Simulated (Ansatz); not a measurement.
**AlNH2 (singlet): the correlation ladder, cc-pVDZ**

How much of the correlation energy of AlNH2 (singlet) does each wave-function method recover here?

Program: Ansatz 0.2.0, Gaussian basis. Level of theory: cc-pVDZ, core rule «outside noble gas», up to 6 orbitals frozen. These are calculated values, not measurements.

The runs, in order: UHF; CCSD(T) on RHF; CCSD(T) on UHF; BCCD(T) on RHF; CISD; CCSDT(Q) on RHF; CCSDT(Q) on UHF; CCSDTQ on RHF; CASSCF and MRCISD+Q, 10 electrons in 10 orbitals; CASSCF and NEVPT4(SD), 10 electrons in 10 orbitals; CASSCF and NEVPT2, 10 electrons in 10 orbitals.

6 further runs of the same task are left out: 2 for a known fault of the program, 4 set aside as unsound or not needed.

## Step 1: The geometry

The geometry is a PBE0/def2-TZVP stationary point (not a proven minimum).

4 atoms, charge 0, spin multiplicity 1.

Atoms are counted from 1 here; the program's logs count them from 0.

Bond lengths: Al1–N2 1.810 Å, Al1–H3 1.584 Å, Al1–H4 1.584 Å. Angles: N2–Al1–H3 114.4°, N2–Al1–H4 114.4°, H3–Al1–H4 131.2°.

Coordinates:

```xyz
4
charge 0, multiplicity 1
Al    0.0000    0.0000    0.5587
N     0.0000    0.0000   -1.2509
H     0.0000    1.4429    1.2135
H     0.0000   -1.4429    1.2135
```

## Step 2: UHF

in.yaml reads:

```yaml
crystal:
  periodic: [false, false, false]
  atoms:
    - {symbol: Al, position_ang: [0.000000, 0.000000, 0.558698]}
    - {symbol: N, position_ang: [0.000000, 0.000000, -1.250890]}
    - {symbol: H, position_ang: [0.000000, 1.442863, 1.213515]}
    - {symbol: H, position_ang: [0.000000, -1.442863, 1.213515]}
basis:
  gaussian: {orbitals: cc-pVDZ}
magnetization: {spin_polarized: true, initial_magnetization: 0}
hamiltonian: {xc: hf}
output: {orbitals: {seedname: orbitals}}
```

Command:

```console
$ ansatz run in.yaml --threads 1 --pin off --events-out ev --progress --plain --max-ram 2816MiB --backend cpu
```

After this run come: CCSD(T) on RHF; CCSD(T) on UHF; BCCD(T) on RHF; CISD; CCSDT(Q) on RHF; CCSDT(Q) on UHF; CCSDTQ on RHF; CASSCF and MRCISD+Q, 10 electrons in 10 orbitals; CASSCF and NEVPT4(SD), 10 electrons in 10 orbitals; CASSCF and NEVPT2, 10 electrons in 10 orbitals.

Q: Predict the results of all the runs planned. Wanted: RCCSDTQ below the RHF energy; RMP2 from RCCSDTQ; RCCSD from RCCSDTQ; RCCSD(T) from RCCSDTQ; RCCSDT(Q) from RCCSDTQ; NEVPT2 valence from RCCSDTQ; NEVPT4(SD) valence from RCCSDTQ; MRCISD+Q valence from RCCSDTQ; T1 diagnostic.

**Answer**, as computed:

```
                         quantity              value
     RCCSDTQ below the RHF energy         -6.3664 eV
                RMP2 from RCCSDTQ        +1453.7 meV
               RCCSD from RCCSDTQ         +272.9 meV
            RCCSD(T) from RCCSDTQ          +92.4 meV
           RCCSDT(Q) from RCCSDTQ           +3.2 meV
      NEVPT2 valence from RCCSDTQ        +1031.5 meV
  NEVPT4(SD) valence from RCCSDTQ         +246.6 meV
    MRCISD+Q valence from RCCSDTQ         +124.1 meV
levels within 1 kcal/mol (43 meV)  RCCSDT, RCCSDT(Q)
                    T1 diagnostic              0.027
   effectively unpaired electrons               0.06
```

RCCSD(T) misses by +92.4 meV, 1.5 % of the correlation energy. One determinant dominates. Of the multireference levels listed MRCISD+Q valence comes nearest in total energy (+124.1 meV), which doesn't show that its space is the better one. These misses are within one basis, not against nature.
